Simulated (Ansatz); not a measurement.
**A ladder of methods for PO (Phosphorus monoxide)**

PO: 2 atoms, total charge 0, spin state doublet. SMILES: `O=[P]`. The coordinates come from a PBE0-D4/def2-TZVP relaxation.

```xyz
2

O     0.0000    0.0000   -0.0095
P     0.0000    0.0000    1.4645
```

Quantity: the energy change with the O1–P2 bond stretched from 1.474 to 1.819 Å, in eV. The values are calculated.

```tsv
level	kind	program	value (eV)	less FCI/STO-3G
UHF/STO-3G	Hartree–Fock	Ansatz	-0.27	-0.94
USVWN5/STO-3G	LDA	Ansatz	1.02	+0.35
U-revPBE/STO-3G	GGA	Ansatz	0.76	+0.09
U-r2SCAN/STO-3G	meta-GGA	Ansatz	1.02	+0.35
UPBE0/STO-3G	global hybrid	Ansatz	1.08	+0.41
U-wB97X/STO-3G	range-separated hybrid	Ansatz	1.17	+0.50
UMP2/STO-3G	perturbation theory	Ansatz	0.36	-0.31
UCCSD(T)/STO-3G	coupled cluster or CI	Ansatz	0.71	+0.04
UCCSDT(Q)/STO-3G	coupled cluster or CI	Ansatz	0.69	+0.02
FCI/STO-3G	exact in the basis	Ansatz	0.67	0.00
```

FCI/STO-3G is exact within its basis and frozen core, so for wave-function methods in that basis the difference is their error; functionals converge differently with the basis, so for them it is only a difference. The first shape isn't each level's own minimum. The values span -0.27 to 1.17 eV. Spin contamination of the reference (⟨S²⟩ at least 0.1 too high) touches UHF/STO-3G, U-r2SCAN/STO-3G, UPBE0/STO-3G, U-wB97X/STO-3G, UMP2/STO-3G, UCCSD(T)/STO-3G, UCCSDT(Q)/STO-3G. All rows use very small basis sets, so even the best lies far from the true value.
